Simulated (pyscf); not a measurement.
**Hydrogen abstraction: `[SiH2]=[AsH]` + `[H]` [doublet] → `[SiH]=[AsH]` [doublet] + `[H][H]`**

Gas phase, doublet surface, charge 0. Bonds broken: Si2–H4. Bonds formed: H4–H6. Structures and frequencies: ωB97X-D3(BJ)/def2-SVP in PySCF.

Transition state (Å):

```xyz
6

As     1.2711     1.9663     0.3390
Si     0.3941     0.2291    -0.5732
H      0.3919     1.7415     1.5630
H     -0.6939    -0.6784     0.0558
H      0.7804    -0.2514    -1.9288
H     -1.6221    -1.4655     0.5745
```

One imaginary mode, 876i cm⁻¹; descent along it reached the two sides named.

| bond | change | reactant side (Å) | saddle | product side |
|---|---|---|---|---|
| Si2–H4 | breaks | 1.487 | 1.550 | 3.4 |
| H4–H6 | forms | 3.4 | 1.323 | 0.760 |

Electronic energies relative to the separated reactants (kcal/mol):

| level | barrier | reaction energy | reverse barrier |
|---|---|---|---|
| ωB97X-D3(BJ)/def2-TZVP | 3.8 | -17.3 | 21.1 |
| PBE/def2-TZVP | -0.6 | -21.1 | 20.5 |
| r²SCAN/def2-TZVP | -1.9 | -22.1 | 20.3 |
| B3LYP-D3(BJ)/def2-TZVP | -0.7 | -22.3 | 21.5 |
| PBE0-D3(BJ)/def2-TZVP | 1.0 | -19.0 | 20.0 |
| M06-2X/def2-TZVP | 4.2 | -21.3 | 25.5 |
| ωB97M-D3(BJ)/def2-TZVP | 3.8 | -18.6 | 22.3 |
| HF/def2-TZVP | 10.5 | -16.3 | 26.8 |

With ωB97M-D3(BJ)/def2-TZVP energies and thermal terms (ideal gas, 1 atm, RRHO with modes under 100 cm⁻¹ raised to 100, one conformer, R ln 2 for rigid chiral ones), in kcal/mol:

| T (K) | ΔH‡ | ΔG‡ | ΔH | ΔG |
|---|---|---|---|---|
| 298 | 2.5 | 8.6 | -17.5 | -18.8 |
| 600 | 2.2 | 14.9 | -17.6 | -20.1 |
| 900 | 2.0 | 21.4 | -18.1 | -21.2 |
| 1200 | 1.9 | 27.8 | -18.8 | -22.1 |

At PBE, r²SCAN, B3LYP-D3(BJ) this geometry lies under the reactants; that is no barrier but a single point on another level's saddle; such a level's own saddle, if it has one, lies nearer that side and is low. [HSi=AsH]• lies 13.8 kcal/mol over its isomer H₂Si=As•, and others may lie lower still (electronic energy, ωB97M-D3(BJ)). This is the saddle that the search found; another between the same sides may lie lower. The angle at the transferred H is 179°. Elements up to Kr have no core potential and no relativistic terms here.
